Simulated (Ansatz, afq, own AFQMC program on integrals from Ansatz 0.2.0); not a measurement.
# CH$_{4}$Br, doublet in cc-pVTZ, levels against AFQMC with the constraint released

```yaml
atoms:
  - { symbol: C, position_ang: [-2.5143, 0.0000, 0.0000] }
  - { symbol: H, position_ang: [-2.8775, 1.0273, 0.0000] }
  - { symbol: H, position_ang: [-2.8775, -0.5137, 0.8897] }
  - { symbol: H, position_ang: [-2.8775, -0.5137, -0.8897] }
  - { symbol: H, position_ang: [-1.2543, 0.0000, 0.0000] }
  - { symbol: Br, position_ang: [0.5027, 0.0000, 0.0000] }
```

Connectivity, by distances: CH3 ··· Br, 1 bridging H.

Basis cc-pVTZ. Only valence electrons are correlated. AFQMC by an in-house program on the Cholesky factors that Ansatz 0.2.0 writes for its CCSD(T) run. The CISD trial takes its coefficients from CCSD amplitudes. Released means that phaseless walkers are propagated on without the constraint, phases kept. ± is one standard error of the sampling. No spin–orbit coupling.

Determinant: UHF, the one that the program's search chose, which needn't be the lowest solution. The geometry is a point of a scan.

No full CI on the walks' own integrals is used here. The released AFQMC energy serves as the reference, which it does only where one determinant dominates, the energy is flat over the last release times and near the phaseless one (40 meV or 2 meV an electron, half that with transition metals). On small molecules, where full CI could be run and the noise was under 10 meV, such values lay within 10 meV of it in 19 cases of 20, a flattering rate, since the rule was set on those same cases; what remains of the bias isn't in the error bar.

Cautions: no relativity below Rb; no spin-orbit coupling; inner d shell frozen; the released value is read at 1.50 1/Eh with a noise of 13 meV, more than in the cases checked (meV from the phaseless value at times in 1/Eh: -1 ± 9 at 0.24, 1 ± 9 at 0.51, -7 ± 12 at 0.99, -3 ± 13 at 1.50).

The T1 diagnostic is 0.0117, the weight of the determinant in the CISD state is 0.860 and the ⟨S²⟩ of the determinant is 0.783. The size of the correlated space is 15 electrons in 114 orbitals.

Reference: AFQMC with the constraint released, correlation energy -10.882 ± 0.013 eV.

```json
{"level": "HF", "E − E(reference) (meV)": "10881.8 ± 13.0", "share of correlation (%)": "0.00"}
{"level": "MP2", "E − E(reference) (meV)": "1438.6 ± 13.0", "share of correlation (%)": "86.78"}
{"level": "CCSD", "E − E(reference) (meV)": "394.0 ± 13.0", "share of correlation (%)": "96.38"}
{"level": "CCSD(T)", "E − E(reference) (meV)": "31.9 ± 13.0", "share of correlation (%)": "99.71"}
{"level": "ph-AFQMC/CISD", "E − E(reference) (meV)": "3.1 ± 16.3", "share of correlation (%)": "99.97"}
```

A walk keeps the symmetry of its determinant, which the program's search chose and which needn't be the lowest solution, so a lower state of the same spin and another symmetry isn't excluded. Released energies are given only where the last usable release times agree within the noise; a slower fall can still hide under it.
